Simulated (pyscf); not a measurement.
This saddle point was located with ωB97X-D3(BJ)/def2-SVP in PySCF.

```xyz
8

F     -0.3151     1.1565     1.2354
Ge    -1.3641    -0.5245     0.2946
F     -1.7150    -2.0876    -0.4378
F     -2.6674     0.4702    -0.2781
N      0.0711     0.1452    -0.8070
H      0.1589     0.9500     0.2414
H      0.8206    -0.5151    -1.0135
H     -0.2738     0.5447    -1.6820
```
Charge 0, spin multiplicity 2.

Surface: doublet, charge 0. Lowest wavenumbers (cm⁻¹): 679i, 100, 167, 221, 245.

Problem. What reaction is this the transition state of?

Solution. `[F][Ge]([F])[F]` [doublet] + `[NH3]` <-> `[FH]` + `[NH2][Ge]([F])[F]` [doublet], a four-centre exchange read from left to right: F–Ge, H–N broken and F–H, Ge–N formed. At ωB97M-D3(BJ)/def2-TZVP it lies +0.37 eV from the left side and -0.03 eV from the right (each side as separated species at their lowest minima found). On the reactant side the descent ends in an adduct with a Ge–N contact, 0.71 eV under the separated species and 1.03 eV under the saddle at ωB97X-D3(BJ)/def2-TZVP. On the product side the descent ends in a complex, 0.24 eV under the separated species and 0.21 eV under the saddle at ωB97X-D3(BJ)/def2-TZVP. At ωB97M-D3(BJ) the saddle lies under the separated products, which points to a path from their complex (located at ωB97X-D3(BJ) alone), and parting the products costs more than the saddle. What is counted as formed (Ge–N) is already present as a longer contact in the reactant adduct; forming that adduct is a step of its own. This is the saddle that the search found; another between the same sides may lie lower. Elements up to Kr have no core potential and no relativistic terms here.
